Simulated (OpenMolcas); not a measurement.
# KT3/ANO-RCC-VDZP (DKH2) run of C5H12O (1-methoxybutane)

Aim: the vertical electron affinity of C5H12O (1-methoxybutane) at KT3/ANO-RCC-VDZP (DKH2), from 2 runs. 

The calculation is run with OpenMolcas 26.06.

## (1) Starting point

The species is C5H12O (18 atoms), meant as a singlet with charge 0. As SMILES, `CCCCOC`. Geometry: relaxed at GFN2-xTB. This is one conformer, not always the lowest.

Some bond lengths: C1–C2 1.524 Å, C2–C3 1.526 Å, C3–C4 1.524 Å, C4–O5 1.409 Å, O5–C6 1.402 Å, C1–H7 1.087 Å, C1–H8 1.088 Å, C1–H9 1.088 Å, C2–H10 1.092 Å, C2–H11 1.092 Å, C3–H12 1.091 Å, C3–H13 1.091 Å, C4–H14 1.103 Å, C4–H15 1.103 Å, C6–H16 1.088 Å, C6–H17 1.098 Å. Some angles: C1–C2–C3 111.7°, C2–C3–C4 112.0°, C3–C4–O5 108.9°, C4–O5–C6 113.1°, C1–C2–H10 109.5°, C1–C2–H11 109.4°, C3–C2–H10 109.3°, C3–C2–H11 109.3°, C2–C1–H7 110.5°, C2–C1–H8 110.5°.

## (2) The energy at KT3/ANO-RCC-VDZP (DKH2)

job.inp

```
* C5H12O Kohn-Sham DFT
>>> EXPORT MOLCAS_PRINT=2
&GATEWAY
Coord
18
angstrom
C       -1.571270      -1.026660       2.270970
C       -0.330050      -0.481900       1.575150
C       -0.591220      -0.197220       0.098930
C        0.648790       0.338870      -0.605930
O        0.338430       0.575000      -1.960330
C        1.421090       1.082720      -2.691290
H       -1.887970      -1.959020       1.809720
H       -2.390540      -0.314780       2.199970
H       -1.368710      -1.214130       3.322960
H       -0.010270       0.438390       2.069470
H        0.483570      -1.205300       1.665320
H       -1.393060       0.535420      -0.004820
H       -0.909380      -1.109760      -0.407540
H        1.474470      -0.388300      -0.529760
H        0.983850       1.274040      -0.127650
H        1.072070       1.224440      -3.712070
H        1.761940       2.044180      -2.284700
H        2.268260       0.384020      -2.688410
Basis = ANO-RCC-VDZP
Group = NoSym
&SEWARD
GridInput
Grid=Coarse
End of Grid
&SCF
KSDFT = KT3
PrOrbitals = 1 1
```

Launch:

```sh
$ export MOLCAS_MEM=1860
$ pymolcas job.inp > job.log
```

Standard output:

```text
--- Start Module: gateway ---
[...]
--- Stop Module: gateway /rc=_RC_ALL_IS_WELL_ ---
--- Start Module: seward ---
[...]
      Basis functions          144
--- Stop Module: seward /rc=_RC_ALL_IS_WELL_ ---
[...]
--- Start Module: scf ---
[...]
       Convergence after  12 Iterations
[...]
::    Total KS-DFT energy                            -277.4066854435
[...]
      Total spin, S                                     0.0000000000
[...]
      Total electronic charge=   50.000000
      Total            charge=   -0.000000
[...]
      Dipole Moment (debye):
      Origin of the operator (angstrom)=    0.0048    0.0624   -0.2527
                   X=  8.8078E-01               Y=  1.2124E-01               Z=  6.1042E-01           Total=  1.0785E+00
      Quadrupole Moment (debye*angstrom):
[...]
--- Stop Module: scf /rc=_RC_ALL_IS_WELL_ ---
[...]
```

Run time: 1.7 min. Hardware: 1 thread of Arm Neoverse V1, shared host; peak memory 1.2 GiB.

## (3) The doublet anion at the same level

job.input

```
>>> EXPORT MOLCAS_PRINT=2

&GATEWAY
  COORD
  18
  angstrom
  C       -1.571270      -1.026660       2.270970
  C       -0.330050      -0.481900       1.575150
  C       -0.591220      -0.197220       0.098930
  C        0.648790       0.338870      -0.605930
  O        0.338430       0.575000      -1.960330
  C        1.421090       1.082720      -2.691290
  H       -1.887970      -1.959020       1.809720
  H       -2.390540      -0.314780       2.199970
  H       -1.368710      -1.214130       3.322960
  H       -0.010270       0.438390       2.069470
  H        0.483570      -1.205300       1.665320
  H       -1.393060       0.535420      -0.004820
  H       -0.909380      -1.109760      -0.407540
  H        1.474470      -0.388300      -0.529760
  H        0.983850       1.274040      -0.127650
  H        1.072070       1.224440      -3.712070
  H        1.761940       2.044180      -2.284700
  H        2.268260       0.384020      -2.688410
  BASIS
  ANO-RCC-VDZP
  GROUP
  NoSym

&SEWARD
  GRIDINPUT
  Grid=Coarse
  End of Grid

&SCF
  UHF
  CHARGE
  -1
  SPIN
  2
  KSDFT
  KT3
  PRORBITALS
  1 1
```

Launch:

```sh
$ export MOLCAS_MEM=1860
$ pymolcas job.input > job.log
```

Standard output:

```text
--- Start Module: gateway ---
[...]
--- Stop Module: gateway /rc=_RC_ALL_IS_WELL_ ---
--- Start Module: seward ---
[...]
      Basis functions          144
--- Stop Module: seward /rc=_RC_ALL_IS_WELL_ ---
[...]
--- Start Module: scf ---
[...]
       Convergence after  31 Iterations
[...]
::    Total KS-DFT energy                            -277.3547576705
[...]
      Total spin, S                                     0.5000548206
[...]
      Total electronic charge=   51.000000
      Total            charge=   -1.000000
[...]
      Dipole Moment (debye):
      Origin of the operator (angstrom)=    0.0048    0.0624   -0.2527
                   X= -1.9699E-01               Y=  1.7249E-01               Z= -9.7188E-01           Total=  1.0065E+00
      Center of Charge (angstrom)
[...]
--- Stop Module: scf /rc=_RC_ALL_IS_WELL_ ---
[...]
```

It took 2.4 min on 1 thread of Arm Neoverse V1, shared host; peak memory 1.2 GiB.

## (4) Outcome

Level: KT3/ANO-RCC-VDZP (DKH2).

| quantity | value |
| --- | --- |
| singlet C5H12O: total energy | -277.40669 Eh |
| singlet C5H12O: dipole moment | 1.08 D |
| singlet C5H12O: HOMO energy | -5.89 eV |
| singlet C5H12O: LUMO energy | -0.27 eV |
| singlet C5H12O: HOMO–LUMO gap | 5.62 eV |
| doublet anion: total energy | -277.35476 Eh |
| doublet anion: HOMO energy (highest over α and β) | 2.97 eV |
| doublet anion: ⟨S²⟩ | 0.750 |
| vertical electron affinity (to the doublet anion) | -1.413 eV |

What this shows: The anion lies 1.41 eV (33 kcal/mol) above the neutral: the electron isn't bound at this level, and such a value depends on the basis. Without diffuse functions anions come out too high. The HOMO (doublet anion) lies at positive energy, 2.97 eV, as semi-local functionals often give for anions; only total energies tell whether the electron is bound.
